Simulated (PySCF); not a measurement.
Gas-phase reaction: BF(OH)2 + BF + 2 F → 2 BF2OH, at 1200 K and a standard pressure of 1 bar. Level: CCSD(T)/def2-SVP†.

Energies from PySCF, thermal terms from the rigid-rotor harmonic-oscillator model, ideal gas at 1 bar. † marks an energy on the PBE0/def2-TZVP geometry and frequencies. CCSD(T) freezes the core. Open shells (unrestricted): F (multiplicity 2, electronic degeneracy 6); the rest are closed-shell singlets. Spin-orbit splitting is ignored; it lowers the true energy and changes the entropy of F. BF(OH)2, BF2OH: computed as isolated molecules; such fragments, hydroxides, amides, oligomers or adducts are transient or little studied in the gas. CCSD(T) isn't extrapolated to the basis-set limit; its ΔH°(298 K) is -1149.5 kJ in def2-SVP and -1162.6 kJ in def2-TZVPP. The harmonic model lacks anharmonicity and excited electronic states, which grow with temperature; levels with a mode under 35 cm⁻¹ are left out. Internal rotation in BF(OH)2, BF2OH is treated as a harmonic vibration of one conformer, which makes the entropy rough.

| species | E (Ha) | H(1200 K) − E (kJ/mol) | S°(1200 K) (J/mol/K) |
|---|---|---|---|
| BF(OH)2 | -275.64472 | 197.2 | 402.1 |
| BF | -124.27116 | 47.2 | 245.6 |
| F | -99.43472 | 24.9 | 189.4 |
| BF2OH | -299.61444 | 152.0 | 381.4 |
E: electronic energy; H − E holds the zero-point and thermal terms. 1 Ha = 2625.5 kJ/mol.

Question: Work out ΔH°, ΔS°, ΔG° and log10 K from these numbers.

Answer: 1. ΔE = 2×(-299.61444) − 1×(-275.64472) − 1×(-124.27116) − 2×(-99.43472) = -0.44356 Ha = -1164.6 kJ.
2. Δ(H − E) = 2×(152.0) − 1×(197.2) − 1×(47.2) − 2×(24.9) = 9.8 kJ, so ΔH° = -1154.8 kJ.
3. ΔS° = 2×(381.4) − 1×(402.1) − 1×(245.6) − 2×(189.4) = -263.7 J/K; the number of gas molecules changes by -2.
4. ΔG° = ΔH° − TΔS° = -1154.8 − 1200×(-263.7)/1000 = -838.4 kJ.
5. log10 K = −ΔG°/(RT ln 10) = 36.50, with RT ln 10 = 22.97 kJ/mol; at standard pressures the products are favoured.
6. A shift of 10 kJ in ΔE would move log10 K by 0.44 here.
For scale, ΔH°(298 K) is -1150 kJ at this level, -1184 kJ at ωB97M-V/def2-TZVP†, and runs from -1403 to -930 kJ over the 20 levels computed.
